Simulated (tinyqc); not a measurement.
Pariser-Parr-Pople SCF with singles CI, for the molecule Nc1[cH+]c1F (SMILES; centres numbered as the heavy atoms are written), step by step. One step of it, computed by the program tinyqc.

Task: Iteration 1: orbitals and new P. Diagonalise F (the basis is taken as orthonormal) and form P = 2 sum c c over the lowest orbitals; 0.5 of the old P is kept.

F (eV), order 1N, 2C, 3C, 4C, 5F:
```
[[-16.332182, -5.717409, -0.010184, 1.322781, -0.131121],
 [-5.717409, -14.140551, -3.597386, -3.902242, 0.140214],
 [-0.010184, -3.597386, -9.164413, -4.248000, 0.138396],
 [1.322781, -3.902242, -4.248000, -11.909567, -2.343327],
 [-0.131121, 0.140214, 0.138396, -2.343327, -19.421571]]
```

pi electrons, sum of z_r less the charge = 6

P at the start, order 1N, 2C, 3C, 4C, 5F:
```
[[1.085034, 0.839639, 0.004094, -0.531714, 0.070982],
 [0.839639, 1.171645, 0.319627, 0.400389, -0.055413],
 [0.004094, 0.319627, 0.191977, 0.491862, -0.054691],
 [-0.531714, 0.400389, 0.491862, 1.558487, 0.055971],
 [0.070982, -0.055413, -0.054691, 0.055971, 1.992858]]
```

Give: orbital energies; P after iteration 1.

Result:

orbital energies (eV): [-22.449, -20.013, -16.163, -6.505, -5.838]

P after iteration 1, order 1N, 2C, 3C, 4C, 5F:
```
[[1.319, 0.751, -0.102, -0.491, 0.081],
 [0.751, 1.079, 0.411, 0.472, -0.083],
 [-0.102, 0.411, 0.359, 0.586, -0.089],
 [-0.491, 0.472, 0.586, 1.265, 0.126],
 [0.081, -0.083, -0.089, 0.126, 1.978]]
```
